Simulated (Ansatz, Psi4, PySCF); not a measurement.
Atomisation energy: 6 cases among chlorinated organics, in kcal/mol, species as SMILES. Terms: dispersion terms only where a functional's name holds one; non-relativistic; atomisation electronic, to ground-state atoms; frozen cores in correlated levels; six Cartesian d functions in 6-31G* and its kin unless marked 5d; UHF or UKS for open shells; spin-orbit terms left out. CBS(X,Y): correlation extrapolated as X^-3; Hartree-Fock from the larger set. The bracket is a focal-point correction in the basis named. First-principles rows: single points at B3LYP-D3(BJ) geometries (Ansatz, a program for electronic structure).

Coupled cluster (Ansatz) is a level with limits of its own, used here on species with T1 under 0.025 (0.045 for open shells) and stable references: (a) RI-MP2/CBS(aug-cc-pV(T+d)Z,aug-cc-pV(Q+d)Z)+[CCSD(T)-MP2]/aug-cc-pV(T+d)Z; (b) RI-MP2/CBS(cc-pV(T+d)Z,cc-pV(Q+d)Z)+[CCSD(T)-MP2]/cc-pV(T+d)Z; (c) CCSD(T)/CBS(cc-pV(T+d)Z,cc-pV(Q+d)Z).

```
species                            atoms  coupled cluster  difference of B3LYP/6-31G* (Ansatz)  difference of B3LYP/6-31G** (Ansatz)  difference of M06-2X/6-31G* (5d) (PySCF)  difference of wB97X-D/6-31G* (Psi4)  difference of B3LYP-D3(BJ)/def2-TZVPD (Ansatz + dftd3)  difference of PBE0/def2-TZVPD (Ansatz)
---------------------------------  -----  ---------------  -----------------------------------  ------------------------------------  ----------------------------------------  -----------------------------------  ------------------------------------------------------  --------------------------------------
FC(F)Cl [chloro(difluoro)methane]      5        417.8 (a)                                 -4.9                                  -4.0                                       1.4                                 -1.6                                                    -5.0                                     0.7
ClC(Cl)Cl                              5        344.3 (c)                                -15.7                                 -15.0                                      -4.1                                 -7.7                                                    -5.3                                     3.6
ClC=C                                  6        543.0 (a)                                 -6.1                                  -3.1                                      -1.4                                 -3.5                                                     0.2                                     3.4
FC(F)=CCl                              6        557.4 (c)                                 -1.5                                  -0.5                                       7.2                                  2.5                                                    -1.1                                     8.1
ClC(Cl)C(Cl)Cl                         8        618.9 (b)                                -24.3                                 -22.8                                      -2.8                                 -9.7                                                    -8.3                                     4.8
C/C=C/Cl                               9        838.8 (c)                                 -5.1                                  -0.5                                       1.8                                 -0.3                                                     1.8                                     6.4
```

| level | cases | mean signed difference | mean absolute difference | median absolute difference | largest absolute difference |
|---|---|---|---|---|---|
| B3LYP/6-31G* (Ansatz) | 6 | -9.60 | 9.60 | 5.60 | 24.3 |
| B3LYP/6-31G** (Ansatz) | 6 | -7.65 | 7.65 | 3.55 | 22.8 |
| M06-2X/6-31G* (5d) (PySCF) | 6 | 0.35 | 3.12 | 2.30 | 7.2 |
| wB97X-D/6-31G* (Psi4) | 6 | -3.38 | 4.22 | 3.00 | 9.7 |
| B3LYP-D3(BJ)/def2-TZVPD (Ansatz + dftd3) | 6 | -2.95 | 3.62 | 3.40 | 8.3 |
| PBE0/def2-TZVPD (Ansatz) | 6 | 4.50 | 4.50 | 4.20 | 8.1 |

B3LYP/6-31G* lies above in 0 of 6 cases and within 2 kcal/mol in 1; mean signed difference -9.60 kcal/mol, mean absolute 9.60 kcal/mol (7.05 over the 4 cases of up to 6 atoms, 14.70 over the larger). These figures hold for the species listed.

How the rows were picked: cases drawn at random among the computed members of the class with clean coupled-cluster diagnostics. The batch they came from held 13 cases of this property in the class: 0 with a tabulated value, 12 with clean coupled cluster alone, 1 with neither, which enter no statistics. The levels are drawn from those run on every case listed, the commonest habits more often. No case is left out for the size of its miss. Left out are saddle points of the reference geometry, anions that the best level run finds unbound, excited spin states, species near biochemistry, 298 K rows of species without real B3LYP wavenumbers, cases with under five habitual levels, runs that failed or that the program found above a lower state of the same kind, table entries that another table contradicts, and a share of species set aside by lot.
